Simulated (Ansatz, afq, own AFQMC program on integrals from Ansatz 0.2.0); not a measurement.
AFQMC on a folder of integrals that Ansatz 0.2.0 wrote.

```yaml
crystal:
  periodic: [false, false, false]
  atoms:
    - {symbol: Ge, position_ang: [0.000000, 0.013184, 1.181237]}
    - {symbol: Ge, position_ang: [0.000000, -0.034339, -1.223364]}
    - {symbol: H, position_ang: [0.000000, 1.219299, 2.151804]}
    - {symbol: H, position_ang: [0.000000, -1.255242, 2.068613]}
    - {symbol: H, position_ang: [0.000000, 1.560523, -1.184463]}
basis:
  gaussian: {orbitals: aug-cc-pVDZ}
magnetization: {spin_polarized: false, initial_magnetization: 3}
correlation: {method: ccsd_t, electrons: outside_noble_gas, hamiltonian_folder: ham}
```

```sh
$ ansatz run in.yaml --threads 1 --pin off --events-out ev --progress --plain --max-ram 16896MiB --backend cuda --devices 0, --max-vram 18GiB
```

afq runs on the folder ham with

```
--method phaseless --trial hf --walkers 1200 --populations 20 --least-time 40 --time-step 0.005 --steps-per-block 20 --equilibration-blocks 112 --max-blocks 4000 --target-error 0.001 --factor-cut 1e-05 --start spin_pure --seed 6380 --taylor-order 6
```

Times are imaginary, in 1/Eh. The walk had a cap of 93 s. With eight or more populations the least sampling time is a fifth of least-time, and the error comes from their spread. Filled inner d shells are frozen with the cores.

```
orbitals 71  electrons 7 4  factors 621 of 1069
reference energy -4152.29336954 Eh
CCSD correlation -0.19464732 Eh in 14 cycles, weight of the determinant in the CISD state 0.8655
energy of the start -4152.293405 Eh
 block  time / (1/Eh)  mean weight  energy / Eh
     1     0.100  1.0008  -4152.323352
     2     0.200  1.0013  -4152.347544
     3     0.300  1.0014  -4152.367367
     4     0.400  1.0009  -4152.384726
     5     0.500  1.0009  -4152.399246
     9     0.900  1.0004  -4152.438476
    29     2.900  1.0007  -4152.485367
    57     5.700  0.9998  -4152.492674
    85     8.500  0.9997  -4152.485757
   113    11.300  1.0005  -4152.496808
   141    14.100  0.9999  -4152.493442
   169    16.900  1.0002  -4152.494690
   197    19.700  1.0005  -4152.492672
   218    21.800  1.0002  -4152.502217
   225    22.500  1.0004  -4152.492940
   253    25.300  1.0002  -4152.495511
   281    28.100  1.0001  -4152.491739
error from the spread of 20 populations
energy -4152.495118 +/- 0.000943 Eh
(rows thinned)
```

Problem. Estimate how long the walk took on 1 × NVIDIA H100 80GB HBM3 with 2 threads of AMD EPYC 7R13 Processor (Zen 3), on a shared host (the card was shared).

Solution. 30 s of wall time.

The run passed its tests (sampling time, drift between the halves within three errors, error under three times the target), which doesn't prove that it has relaxed.

Against this walk (error 25.7 meV) on the same determinant: CCSD(T) 28.3 meV higher (within the noise), CCSDT(Q) 16.8 meV lower (within the noise), a separate phaseless walk with a CISD trial and standard settings 2.0 ± 26.0 meV higher (within the noise). The error is statistical and leaves out the bias of the constraint.

Cautions: constraint bias not in the error; no relativity below Rb; no spin-orbit coupling; inner d shell frozen; another spin lies lower (by 2.34 eV).

CCSDT and higher add their correlation energy to the determinant of the CCSD(T) run, since their own runs factorise the integrals more tightly (a shift of under 2 meV). A walk keeps the symmetry of its determinant, which the program's search chose and which needn't be the lowest solution, so a lower state of the same spin and another symmetry isn't excluded.
